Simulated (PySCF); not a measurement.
Molecule: SMILES Cn1cccn1, C₄H₆N₂.

Bonds (- single, = double, # triple, : aromatic): C1-N2 1.438 Å, N2:C3 1.355 Å, C3:C4 1.382 Å, C4:C5 1.411 Å, C5:N6 1.326 Å, N6:N2 1.330 Å. C1 carries H7, H8, H9; C3 carries H10; C4 carries H11; C5 carries H12.

Geometry PBE0-D3(BJ)/def2-SVP throughout; GIAO in PySCF 2.14, gas phase, one conformer, non-relativistic; equivalent atoms averaged; functional PBE0.

**Question.** How do the absolute shieldings σ depend on the basis set? (a selection of nuclei; ppm; last column core-seconds on 1 thread of an Arm Neoverse V1, shared host)

**Answer.** 
| basis set | functions | C5 | C3 | C4 | C1 | N2 | H12 | H10 | H11 | H7/H8/H9 | core-s |
| --- | --- | --- | --- | --- | --- | --- | --- | --- | --- | --- | --- |
| STO-3G | 36 | 119.5 | 121.9 | 136.9 | 195.7 | 178.8 | 25.57 | 26.48 | 26.93 | 29.45 | 2.9 |
| 6-31G | 66 | 65.0 | 73.8 | 94.9 | 161.0 | 68.9 | 25.20 | 25.55 | 26.36 | 28.82 | 5.5 |
| 6-31G* | 96 | 62.4 | 72.2 | 93.5 | 156.1 | 69.9 | 24.80 | 25.07 | 26.06 | 28.36 | 7.7 |
| def2-SVP | 114 | 58.1 | 68.3 | 89.8 | 156.4 | 63.1 | 24.25 | 24.53 | 25.39 | 27.84 | 8.5 |
| 6-311+G(2d,p) | 198 | 44.3 | 56.1 | 78.5 | 148.1 | 41.6 | 23.93 | 24.25 | 25.21 | 27.78 | 19 |
| def2-TZVP | 222 | 43.4 | 54.8 | 77.7 | 147.7 | 40.4 | 23.92 | 24.20 | 25.17 | 27.76 | 23 |

**Question.** Which nucleus among those listed moves most, in ppm?

**Answer.** N2 (pyrrole-type ring nitrogen): from 40.4 ppm with def2-TZVP to 178.8 ppm with STO-3G. The smallest spread is 1.65 ppm, at H12. Proton shifts span only some 12 ppm, so a few tenths of a ppm matter as much there as several ppm in carbon.

**Question.** Taking the largest basis, def2-TZVP (222 functions), as the yardstick, rank the others by their worst heavy-atom deviation.

**Answer.** 6-311+G(2d,p) 1.3 ppm (198 functions), def2-SVP 22.7 ppm (114 functions), 6-31G 28.5 ppm (66 functions), 6-31G* 29.5 ppm (96 functions), STO-3G 138.4 ppm (36 functions).

A small basis that lands close on one nucleus may do so by chance; judge by the trend and by all nuclei.
